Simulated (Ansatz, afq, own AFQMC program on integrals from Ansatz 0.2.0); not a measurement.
Where AFQMC and coupled cluster stand for Si2GeH6⁺, doublet

```yaml
atoms:
  - { symbol: Si, position_ang: [-1.0288, 0.1566, -0.8783] }
  - { symbol: Si, position_ang: [1.0728, 0.8325, -0.1018] }
  - { symbol: Ge, position_ang: [-0.0438, -0.9817, 0.9729] }
  - { symbol: H, position_ang: [-1.1100, -0.5535, -2.1874] }
  - { symbol: H, position_ang: [-2.1997, 1.0439, -0.6204] }
  - { symbol: H, position_ang: [1.1795, 2.1310, 0.6242] }
  - { symbol: H, position_ang: [2.2703, 0.5295, -0.9378] }
  - { symbol: H, position_ang: [0.4936, -2.4014, 0.7588] }
  - { symbol: H, position_ang: [-0.6339, -0.7567, 2.3697] }
```

Basis def2-TZVP. Only valence electrons are correlated. AFQMC by an in-house program on the Cholesky factors that Ansatz 0.2.0 writes for its CCSD(T) run. The CISD trial takes its coefficients from CCSD amplitudes. Released means that phaseless walkers are propagated on without the constraint, phases kept. Error bars are statistical, one sigma. No spin–orbit coupling.

Determinant: UHF, the one that the program's search chose, which needn't be the lowest solution. The geometry is a PBE0/def2-SVP stationary point of this or a neighbouring charge and spin state.

No full CI on the walks' own integrals is used here. The released AFQMC energy serves as the reference, which it does only where one determinant dominates, the energy is flat over the last release times and near the phaseless one (40 meV or 2 meV an electron, half that with transition metals). On small molecules, where full CI could be run and the noise was under 10 meV, such values lay within 10 meV of it in 19 cases of 20, a flattering rate, since the rule was set on those same cases; what remains of the bias isn't in the error bar.

Cautions: no relativity below Rb; no spin-orbit coupling; inner d shell frozen; the released value is read at 1.50 1/Eh with a noise of 18 meV, more than in the cases checked (meV from the phaseless value at times in 1/Eh: -4 ± 15 at 0.24, 2 ± 15 at 0.51, -4 ± 18 at 0.99, -5 ± 18 at 1.50).

```
T1 diagnostic                               : 0.0184
weight of the determinant in the CISD state : 0.804
⟨S²⟩ of the determinant                     : 0.778
size of the correlated space                : 17 electrons in 134 orbitals
```

Reference: AFQMC with the constraint released, correlation energy -10.711 ± 0.018 eV.

```csv
level,E − E(reference) (kJ/mol),share of correlation (%)
HF,1033.5 ± 1.8,0.00
MP2,209.9 ± 1.8,79.69
CCSD,47.5 ± 1.8,95.40
CCSD(T),8.3 ± 1.8,99.19
ph-AFQMC/CISD,0.5 ± 2.2,99.96
```

Released energies are given only where the last usable release times agree within the noise; a slower fall can still hide under it.
